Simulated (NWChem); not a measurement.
**Basis-set dependence for O**

```xyz
1

O      0.0000     0.0000     0.0000
```
Charge 0, spin multiplicity 3.

The numbers come from NWChem runs, not from measurements.

Hartree-Fock energies in Ha, correlation energies in mHa.

The correlated methods keep 1 core orbital frozen. The Pople sets run with spherical d functions. The stability of the SCF solutions was not checked. Open-shell Hartree-Fock references start from PBE0 orbitals. Coupled-cluster values serve here as a point of comparison, not as the truth.

| basis | functions | UHF | UMP2 | SCS-UMP2 | CCSD on ROHF | CCSD[T] on ROHF | CCSD(T) on ROHF | CCSD on UHF | CCSD[T] on UHF | CCSD(T) on UHF | CCSDT on ROHF | URI-MP2 |
|---|---|---|---|---|---|---|---|---|---|---|---|---|
| 6-31G* | 14 | -74.78318 | -95.0 | -92.8 | -115.5 | -116.5 | -116.5 | -110.7 | -111.6 | -111.6 | -116.6 | not run |
| cc-pVDZ | 14 | -74.79217 | -102.0 | -99.8 | -121.6 | -122.4 | -122.4 | -117.0 | -117.8 | -117.8 | -122.5 | -102.0 |
| cc-pVTZ | 30 | -74.81176 | -143.1 | -141.0 | -165.2 | -168.4 | -168.4 | -159.3 | -162.3 | -162.2 | -168.5 | -143.1 |
| cc-pVQZ | 55 | -74.81729 | -157.6 | -156.4 | -178.8 | -182.8 | -182.8 | -172.6 | -176.3 | -176.3 | not run | -157.6 |

From cc-pVTZ to cc-pVQZ the Hartree-Fock energy moves by -5.5 mHa and the UMP2 correlation energy by -14.4 mHa, which is 9 % of its value in the larger set.
